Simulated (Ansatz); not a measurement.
in.yaml

```yaml
crystal:
  periodic: [false, false, false]
  atoms:
    - {symbol: In, position_ang: [0.000000, 0.015639, -0.038648]}
    - {symbol: H, position_ang: [0.000000, -1.564681, -0.254549]}
    - {symbol: H, position_ang: [0.384545, -0.108435, 2.328556]}
    - {symbol: H, position_ang: [-0.384545, -0.108435, 2.328556]}
basis:
  gaussian: {orbitals: def2-SVP}
magnetization: {spin_polarized: false, initial_magnetization: 2}
correlation: {method: fci, electrons: outside_noble_gas}
```

```sh
$ ansatz run in.yaml --threads 1 --pin off --events-out ev --progress --plain --max-ram 2393MiB
```

The program prints:

```
880 factors; integrals over basis functions are off by at most 1.3e-7 eV
mean field evaluation 1: about -5192.1202 eV, gradient 7.9e0 eV
mean field evaluation 2: about -5192.1458 eV, gradient 7.9e0 eV
mean field evaluation 4: about -5192.9650 eV, gradient 1.2e0 eV
mean field evaluation 8: about -5192.9967 eV, gradient 6.0e-2 eV
mean field evaluation 16: about -5192.8912 eV, gradient 1.3e0 eV
mean field -5192.99686004 eV, -190.8391146668 hartree, gradient 4.4e-6 eV, S^2 2.000000; 2 other end points of the search recorded, 0 dependent functions left out
mean field evaluation 32: about -5193.0569 eV, gradient 2.9e-1 eV
9 core orbitals not correlated: weight in the atoms' cores, before any rotation towards them, 0.994 or more for the frozen orbitals, at most 0.005 for the correlated occupied ones
reference -5192.99686004 eV, -190.8391146668 hartree; 4, 2 occupied and 28, 30 virtual orbitals, 880 factors
state -5195.24412418 eV, -190.9217001008 hartree
Total energy: -5195.24412418 eV, -190.9217001008 hartree
```

Natural occupations: 1.9636 1.9474 0.9934 0.9883 0.0238 0.0224 0.0164 0.0063 0.0057 0.0053 0.0045 0.0043 0.0040 0.0036 0.0030 0.0025 0.0017 0.0008 0.0007 0.0005 0.0004 0.0004 0.0003 0.0002.

Ran on 1 thread of AMD EPYC, shared host: 2 min wall, 1.3 GiB peak host memory.
